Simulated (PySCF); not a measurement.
Dissociation curve of O₂, triplet.

- UMP2 = PySCF 2.14.0 with MP2 on UHF/cc-pVDZ, 2 core orbitals frozen
- UHF/cc-pVDZ (PySCF)
- UCCSD(T) = CCSD(T) on UHF/cc-pVDZ, 2 core orbitals frozen (PySCF 2.14.0)
- ROKS-TPSSh = restricted open-shell TPSSh/cc-pVDZ run with PySCF
- ROKS-r2SCAN = restricted open-shell r2SCAN/cc-pVDZ (PySCF)

Energies are in eV, each relative to the lowest point of its own curve near equilibrium.

```
R / Å    UMP2    UHF  UCCSD(T)  ROKS-TPSSh  ROKS-r2SCAN
-----  ------  -----  --------  ----------  -----------
0.89   10.079  8.549     9.954       9.752        9.711
0.95    5.632  4.360     5.506       5.383        5.348
1.01    2.881  1.884     2.762       2.688        2.661
1.07    1.270  0.573     1.167       1.124        1.105
1.11    0.635  0.153     0.550       0.520        0.507
1.17    0.133  0.000       [?]       0.074        0.068
1.19    0.055    [?]     0.026         [?]        0.014
1.22    0.000  0.182     0.000       0.000        0.000
1.28      [?]  0.590     0.145       0.150        0.155
1.32    1.243    [?]     0.336       0.348        0.356
1.39    2.038  1.362     0.773       0.817        0.828
1.49    3.044    [?]     1.497       1.636        1.649
```

**Question.** Complete the blanks.

**Answer.** 
- 1.17, UCCSD(T): 0.088
- 1.19, UHF: 0.045
- 1.19, ROKS-TPSSh: 0.018
- 1.28, UMP2: 0.702
- 1.32, UHF: 0.870
- 1.49, UHF: 2.066

The scan ran from 0.89 to 4.81 Å; beyond the distances shown one of the unrestricted levels run for this scan, shown here or not, changes its spin distribution in one step.
